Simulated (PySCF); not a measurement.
# How the method moves the HOMO and LUMO of `CC1=C(F)C1`

Compound: C₄H₅F.
Cartesian coordinates in Å at the PBE0-D3(BJ)/def2-SVP level; atoms count from 1:
```
atom  x, y, z in Å
C1     1.419   -0.394    0.330
C2     0.109    0.140   -0.067
C3    -0.712    0.988   -0.588
F4    -0.908    2.125   -1.207
C5    -1.403   -0.180   -0.035
H6     1.603   -1.371   -0.146
H7     2.232    0.290    0.047
H8     1.461   -0.553    1.420
H9    -1.950   -0.108    0.921
H10   -1.804   -0.963   -0.703
```

Basis pcSseg-2 throughout (PySCF), one geometry. Isolated species at its PBE0-D3(BJ)/def2-SVP geometry, gas phase.

**Question.** How do the orbital energies, the gap and the dipole change with the method?

**Answer.** 
| method | kind | HOMO (eV) | LUMO (eV) | gap (eV) | μ (D) | SCF cycles |
| --- | --- | --- | --- | --- | --- | --- |
| BLYP | GGA | -5.54 | -0.21 | 5.33 | 1.63 | 15 |
| OPBE | GGA | -5.64 | -0.12 | 5.52 | 1.58 | 15 |
| B97-D | GGA | -5.64 | -0.12 | 5.52 | 1.62 | 14 |
| PBE | GGA | -5.66 | -0.22 | 5.44 | 1.61 | 14 |
| KT2 | GGA | -5.67 | -0.18 | 5.49 | 1.65 | 15 |
| KT3 | GGA | -5.73 | -0.40 | 5.33 | 1.62 | 15 |
| BP86 | GGA | -5.74 | -0.29 | 5.45 | 1.62 | 14 |
| LDA | LDA | -5.78 | -0.46 | 5.32 | 1.72 | 14 |
| B97-2 | global hybrid | -6.60 | 0.54 | 7.15 | 1.71 | 14 |
| B3LYP | global hybrid | -6.65 | 0.19 | 6.85 | 1.72 | 14 |
| PBE0 | global hybrid | -6.84 | 0.51 | 7.36 | 1.72 | 14 |
| mPW1PW91 | global hybrid | -6.87 | 0.47 | 7.34 | 1.72 | 14 |
| BHandHLYP | global hybrid | -7.92 | 0.97 | 8.89 | 1.83 | 13 |
| CAM-B3LYP | range-separated hybrid | -8.19 | 1.14 | 9.33 | 1.78 | 12 |
| wB97X-D | range-separated hybrid | -8.66 | 2.21 | 10.87 | 1.73 | 13 |
| HF | Hartree–Fock | -9.49 | 2.52 | 12.01 | 1.89 | 11 |
| LC-wPBE | range-separated hybrid | -9.52 | 2.29 | 11.81 | 1.76 | 14 |

The HOMO spans 3.98 eV, from BLYP down to LC-wPBE, and the gap runs from 5.32 eV (LDA) to 12.01 eV (HF). Over the methods BLYP (0 %), OPBE (0 %), B97-D (0 %), PBE (0 %), KT2 (0 %), KT3 (0 %), BP86 (0 %), LDA (0 %), B97-2 (21 %), B3LYP (20 %), PBE0 (25 %), mPW1PW91 (25 %), BHandHLYP (50 %), HF (100 %), a straight line through the gap against the share of exact exchange rises by 0.67 eV for each 10 % (correlation coefficient 0.997). The dipole ranges from 1.58 D (OPBE) to 1.89 D (HF). This basis has no diffuse functions.
